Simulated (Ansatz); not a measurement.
Isolated molecules relaxed with PBE0-D4/def2-TZVP in Ansatz; ΔE leaves out vibrations. CCSD(T)/CBS is the MP2 limit (def2-TZVPP, def2-QZVPP) plus CCSD(T) − MP2 in def2-TZVPP, frozen cores. This one scheme is used for every species. DFT in def2-TZVPP. B3LYP here is the variant with VWN-RPA as its local correlation; programs differ in this. One conformer a species, not always the lowest.

Reaction (substitution at a C–C bond): `OCC(O)(F)F` + HCl → `OC(F)(F)Cl` + CH₃OH

`OCC(O)(F)F`:

Cartesian coordinates in Å:
```
O -0.812 1.134 1.087
C -0.344 -0.164 0.879
C 0.518 -0.271 -0.362
O -0.184 0.139 -1.448
F 1.657 0.456 -0.247
F 0.929 -1.560 -0.514
H -1.292 1.407 0.298
H -1.152 -0.898 0.775
H 0.269 -0.441 1.737
H 0.411 0.198 -2.204
```

HCl:

Cartesian coordinates in Å:
```
Cl 0.215 0.430 0.421
H -0.215 -0.430 -0.421
```

`OC(F)(F)Cl`:

Cartesian coordinates in Å:
```
O 0.314 -1.001 0.356
C -0.153 0.163 -0.122
F 0.743 0.762 -0.925
F -0.402 1.039 0.866
Cl -1.631 -0.139 -1.020
H 1.129 -0.824 0.845
```

CH₃OH:

Cartesian coordinates in Å:
```
C 0.176 0.281 0.131
O -0.004 -0.913 -0.596
H 1.220 0.573 0.013
H -0.023 0.152 1.202
H -0.451 1.098 -0.246
H -0.917 -1.191 -0.505
```

| level | ΔE (kJ/mol) | difference from CCSD(T)/CBS |
| --- | --- | --- |
| PBE-D4 | 54.5 | -13.1 |
| PBE0-D4 | 61.0 | -6.6 |
| B3LYP-D4 | 60.6 | -7.0 |
| HF/def2-TZVPP | 70.5 | 2.9 |
| SCS-MP2/def2-TZVPP | 65.8 | -1.8 |
| CCSD/def2-TZVPP | 71.5 | 3.9 |
| CCSD(T)/def2-TZVPP | 69.5 | 1.9 |
| HF/def2-QZVPP | 69.9 | 2.3 |
| MP2/CBS(def2) | 64.8 | -2.8 |
| CCSD/CBS(def2) | 69.6 | 2.0 |
| CCSD(T)/CBS | 67.6 | 0 |

Largest T1 diagnostic among the species: 0.011.

From PBE to PBE0 (25 % exact exchange), in def2-TZVPP and without D4, ΔE moves by +6.8 kJ/mol.
